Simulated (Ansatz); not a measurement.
A nudged elastic band was laid between two geometries of FH4NSi + H2 (9 atoms, charge 0, multiplicity 1).

Computed with Ansatz 0.2.0, RKS PBE/def2-SVP.

```yaml
movable_images: 5
climbing_image: yes
spring: 5.0 eV/Å²
optimiser: quadratic models (default)
start_path: through a guess of the saddle point
force_threshold: 0.03 eV/Å
iteration_limit: 60
end_points: relaxed
```

First end point:

```xyz
9
Properties=species:S:1:pos:R:3
Si -0.106 -0.012 0.693
F 0.370 0.021 -0.891
H 0.567 -1.201 1.304
H 0.308 1.302 1.278
N -1.803 -0.185 0.928
H 2.356 0.244 -2.203
H 3.008 0.317 -2.605
H -2.264 -1.081 0.757
H -2.437 0.595 0.739
```

Last end point:

```xyz
9
Properties=species:S:1:pos:R:3
Si 0.465 0.330 0.700
F 0.268 -1.183 -1.943
H 1.118 -0.899 1.288
H 0.591 1.452 1.691
N -1.191 0.238 0.176
H 0.761 -0.411 -1.712
H 1.298 0.690 -0.521
H -1.379 -0.447 -0.563
H -1.930 0.232 0.884
```

Problem. Which bonds break or form, and what moves?

Solution. Bonds broken: Si1–F2, H6–H7. Bonds formed: Si1–H7, F2–H6. FH4NSi + H2 becomes FH + H5NSi.

Problem. Give the energies along the band, and the barrier.

Solution. The run converged. The highest image is number 4 of 0 to 6, 1.99 eV above the first end and 0.82 eV above the last; the last end lies 1.17 eV above the first. Neighbouring images differ by up to 1.5 eV, so the band resolves the path poorly. A vibrational analysis at the climbing image gives one clearly imaginary mode, 884i cm⁻¹: a first-order saddle point. The orbitals stay closed-shell, which can raise the energy where a bond breaks towards radicals; this wasn't checked here.

```csv
image,path coordinate (Å),energy (eV),Si1–F2 (Å),H6–H7 (Å),Si1–H7 (Å)
0,0.00,0.00,1.65,0.77,4.55
1,1.39,0.00,1.65,0.77,4.57
2,2.77,0.02,1.65,0.77,3.72
3,4.16,0.46,1.66,0.77,2.74
4,5.54,1.99,1.98,0.99,1.74
5,6.41,1.23,2.69,1.49,1.55
6,7.28,1.17,3.05,1.71,1.52
```

Problem. What is the geometry of the highest image?

Solution. 
```xyz
9
Properties=species:S:1:pos:R:3:forces:R:3
Si 0.385 0.040 0.374 0.00 0.00 0.00
F 0.422 -1.105 -1.239 0.00 0.00 0.00
H 1.222 -0.984 1.077 0.00 0.00 0.00
H 0.590 1.326 1.152 0.00 0.00 0.00
N -1.329 0.016 0.287 0.00 0.00 0.00
H 1.083 -0.081 -1.308 0.00 0.00 0.00
H 1.384 0.748 -0.859 0.00 0.00 0.00
H -1.858 -0.663 -0.260 0.00 0.00 0.00
H -1.900 0.703 0.777 0.00 0.00 0.00
```

Time of the run: 3.8 min on 2 threads of Arm Neoverse V1, on a shared host, peak memory 0.16 GiB.
